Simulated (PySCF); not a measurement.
Method: B3LYP-D3(BJ)/def2-TZVP (PySCF). Isolated molecules, 0 K electronic values unless said otherwise. One relaxed conformer stands for a flexible species; it need not be the lowest. B3LYP has the VWN-RPA correlation part, as in Gaussian. Delta-SCF ions had no search for a lower state. 

Reference species (SMILES): `F[Si](F)(F)F` (neutral, multiplicity 1).

```yaml
HOMO: -12.45 eV
vertical ionisation energy (Delta-SCF): 15.31 eV
```

Changed species: `N[Si](N)(N)F` (3 of 4 F replaced by NH2; the reference has 0 of 4 F replaced by NH2).

Q: Predict the effect on the HOMO and vertical ionisation energy (Delta-SCF).

A: the HOMO rises by 5.24 eV, to -7.21 eV; the vertical ionisation energy (Delta-SCF) falls by 5.83 eV, to 9.48 eV.
